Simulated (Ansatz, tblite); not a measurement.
# [SiI3]-: removing an electron

The task here is to estimate one member of a computed series from the others.

Method: as each input shows; program: Ansatz 0.2.0, Gaussian basis.

Plan: charge 0 doublet, at the geometry of the singlet (PBE0-D4/def2-TZVPD, PBE-D4/def2-TZVPD, r2SCAN-D4/def2-TZVPD, LC-ωPBE/def2-TZVPD, PBE-QIDH/def2-TZVPD, ωB97M-V/def2-TZVPD, B97M-V/def2-TZVPD, HSE06-D4/def2-TZVPD, CCSD(T)/def2-SVPD); charge 0 doublet, relaxed (PBE0-D4/def2-TZVPD, PBE-D4/def2-TZVPD); the starting singlet's energies come from earlier runs.

3 further runs of the same task are left out: 3 set aside as unsound or not needed.

### The geometry

The geometry is that of the singlet, from an earlier relaxation (r2SCAN-D4/def2-SVPD).

4 atoms, charge -1, spin multiplicity 1.

Atoms are counted from 1 here; the program's logs count them from 0.

Bond lengths: Si1–I2 2.649 Å, Si1–I3 2.648 Å, Si1–I4 2.648 Å. Angles: I2–Si1–I3 99.8°, I2–Si1–I4 99.8°, I3–Si1–I4 99.8°.

I takes a core potential in the def2 sets. No spin-orbit coupling is included. The ion is computed in the gas phase, without counter-ions or solvent.

The first run:

in.yaml

```yaml
crystal:
  periodic: [false, false, false]
  atoms:
    - {symbol: Si, position_ang: [-0.004665, 0.004677, 0.931186]}
    - {symbol: I, position_ang: [2.342102, -0.032925, -0.297719]}
    - {symbol: I, position_ang: [-1.141587, 2.038772, -0.326897]}
    - {symbol: I, position_ang: [-1.195850, -2.010524, -0.306570]}
basis:
  gaussian: {orbitals: def2-SVP}
magnetization: {spin_polarized: true, initial_magnetization: 1}
hamiltonian: {xc: pbe0, dispersion: d4}
output: {orbitals: {seedname: orbitals}}
```

Started as:

```console
$ ansatz run in.yaml --threads 2 --pin off --events-out ev --progress --plain --max-ram 4352MiB
```

Steps of the session up to this table: Charge 0 doublet at the fixed geometry, first pass, PBE0-D4/def2-SVP; Charge 0 doublet at the fixed geometry, PBE0-D4/def2-TZVPD; Charge 0 doublet at the fixed geometry, PBE-D4/def2-TZVPD; Charge 0 doublet at the fixed geometry, r2SCAN-D4/def2-TZVPD; Charge 0 doublet at the fixed geometry, LC-ωPBE/def2-TZVPD; Charge 0 doublet at the fixed geometry, PBE-QIDH/def2-TZVPD; Charge 0 doublet at the fixed geometry, ωB97M-V/def2-TZVPD; Charge 0 doublet at the fixed geometry, B97M-V/def2-TZVPD; Charge 0 doublet at the fixed geometry, HSE06-D4/def2-TZVPD; Charge 0 doublet at the fixed geometry, CCSD(T)/def2-SVPD.

One table of the session follows, with a row left open; its other results are not shown here.

It belongs to the step «Vertical ionisation energy». Beside −ε(HOMO) of the starting state:

| level | −ε(HOMO) (eV) | by difference (eV) | mismatch (eV) |
| --- | --- | --- | --- |
| PBE-D4/def2-TZVPD | 1.50 | 3.69 | -2.20 |
| r2SCAN-D4/def2-TZVPD | 1.65 | 3.74 | -2.09 |
| B97M-V/def2-TZVPD | 1.66 | 3.73 | -2.08 |
| PBE0-D4/def2-TZVPD | ? | ? | ? |
| HSE06-D4/def2-TZVPD | 2.00 | 3.85 | -1.85 |
| LC-ωPBE/def2-TZVPD | 4.54 | 3.99 | +0.55 |
| ωB97M-V/def2-TZVPD | 4.23 | 4.05 | +0.18 |

**Question.** Estimate the row for PBE0-D4/def2-TZVPD.

**Answer.** −ε(HOMO) (eV): 2.36; by difference (eV): 3.86; mismatch (eV): -1.49. In the column «−ε(HOMO) (eV)» it lies between HSE06-D4/def2-TZVPD (2.00) and ωB97M-V/def2-TZVPD (4.23).
